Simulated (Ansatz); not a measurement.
# B2H5N: the cost of one run

Program: Ansatz 0.2.0. Level of theory: RKS PBE/cc-pVDZ. These are calculated values, not measurements.

### 1 The starting structure

Bond lengths: B1–B2 1.603 Å, B2–N3 1.505 Å, B1–H4 1.144 Å, B1–H5 1.236 Å, B2–H6 1.196 Å, N3–H7 1.101 Å, N3–H8 0.990 Å. Angles: B1–B2–N3 117.8°, B1–B2–H6 120.4°, N3–B2–H6 121.7°, B2–B1–H4 122.5°, B2–B1–H5 120.4°, H4–B1–H5 117.0°, B2–N3–H7 106.7°, B2–N3–H8 109.9°, H7–N3–H8 105.3°.

Structure file:

```xyz
8

B    -0.9481    0.6087   -0.7520
B     0.2635    0.3323    0.2599
N     0.9163   -1.0235    0.2205
H    -1.3086   -0.1707   -1.5083
H    -1.5103    1.7088   -0.7696
H     0.6560    1.1987    0.9857
H     1.7371   -1.0015    0.9534
H     0.2863   -1.7099    0.5547
```

### 2 Preparing the start

Contents of input.yaml:

```yaml
crystal:
  periodic: [false, false, false]
  atoms:
    - { symbol: B, position_ang: [-0.9481, 0.6087, -0.752] }
    - { symbol: B, position_ang: [0.2635, 0.3323, 0.2599] }
    - { symbol: "N", position_ang: [0.9163, -1.0235, 0.2205] }
    - { symbol: H, position_ang: [-1.3086, -0.1707, -1.5083] }
    - { symbol: H, position_ang: [-1.5103, 1.7088, -0.7696] }
    - { symbol: H, position_ang: [0.656, 1.1987, 0.9857] }
    - { symbol: H, position_ang: [1.7371, -1.0015, 0.9534] }
    - { symbol: H, position_ang: [0.2863, -1.7099, 0.5547] }
basis:
  gaussian: { orbitals: cc-pVDZ }
hamiltonian:
  xc: pbe
relax:
  f_tol: 0.02
  max_steps: 40
scf:
  lower_state_search: "off"
```

The run is started by

```bash
$ ansatz run input.yaml --threads 1 --pin off --max-ram 2048MiB --backend cpu --events-out ev --progress --plain --runs-dir out
```

What time and memory should one allow on 1 thread of Intel Xeon Platinum 8259CL at 2.50GHz (Skylake/Cascade Lake), shared host?

About 24 s, with a peak of 0.11 GiB.
